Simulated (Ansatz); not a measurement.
Relaxation of C₂HS (4 atoms, charge -1, multiplicity 1), to a largest force component of 0.02 eV/Å in at most 40 steps.

These are results of RKS r2SCAN-D4/cc-pVDZ in Ansatz 0.2.0, not measurements.

```xyz
4
Properties=species:S:1:pos:R:3
C -0.321 -0.561 0.978
C -0.330 0.169 -0.092
S 1.401 -0.425 -0.040
H -0.750 0.817 -0.846
```

Problem. Where does it end, and by what steps?

Solution. The run converged. Limits of this set-up: an anion without diffuse functions, the dipole of an ion depends on the origin. After 6 steps the energy has fallen by 0.120 eV; C1 moved furthest, 0.13 Å.

```
step  energy less start (eV)  largest force component (eV/Å)  accepted
   0                  0.0000                           1.360       yes
   1                 -0.0472                           0.707       yes
   2                 -0.0948                           0.428       yes
   3                 -0.1015                           0.585       yes
   4                 -0.1188                           0.154       yes
   5                 -0.1200                           0.030       yes
   6                 -0.1201                           0.002       yes
```

```xyz
4
Properties=species:S:1:pos:R:3
C -0.442 -0.542 1.008
C -0.259 0.150 -0.097
S 1.469 -0.409 -0.097
H -0.768 0.802 -0.815
```

Run time: 12 s on 1 thread of Intel(R) Xeon(R) Platinum 8259CL CPU @ 2.50GHz (Skylake/Cascade Lake) (shared host), peak memory 0.12 GiB.
